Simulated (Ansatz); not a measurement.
# H2NSi: the cost of one run

The runs use Ansatz 0.2.0, Gaussian basis; def2-QZVPP, core rule «outside noble gas», up to 6 orbitals frozen.

Plan: UHF; ROHF; CCSD(T) on UHF.

2 further runs of the same task are left out: 2 set aside as unsound or not needed.

## 1. The geometry

The geometry is a PBE0/def2-TZVP stationary point (not a proven minimum) of the parent state, kept for this charge and spin.

4 atoms, charge 0, spin multiplicity 4.

Atoms are counted from 1 here; the program's logs count them from 0.

Bond lengths: Si1–N2 1.638 Å, Si1–H3 1.482 Å, Si1–H4 1.482 Å. Angles: N2–Si1–H3 122.4°, N2–Si1–H4 122.4°, H3–Si1–H4 115.2°.

## 2. UHF

The input, in.yaml:

```yaml
crystal:
  periodic: [false, false, false]
  atoms:
    - {symbol: Si, position_ang: [0.000000, 0.000000, 0.483733]}
    - {symbol: N, position_ang: [0.000000, 0.000000, -1.153819]}
    - {symbol: H, position_ang: [0.000000, 1.251593, 1.277509]}
    - {symbol: H, position_ang: [0.000000, -1.251594, 1.277509]}
basis:
  gaussian: {orbitals: "def2-QZVPP.json"}
magnetization: {spin_polarized: true, initial_magnetization: 3}
hamiltonian: {xc: hf}
output: {orbitals: {seedname: orbitals}}
```

On the command line:

```bash
> ansatz run in.yaml --threads 1 --pin off --events-out ev --progress --plain --max-ram 4096MiB --backend cpu
```

Q: Estimate wall time and peak memory on 1 thread of AMD EPYC 7R13, shared host.

About 8 s, with a peak of 0.38 GiB.
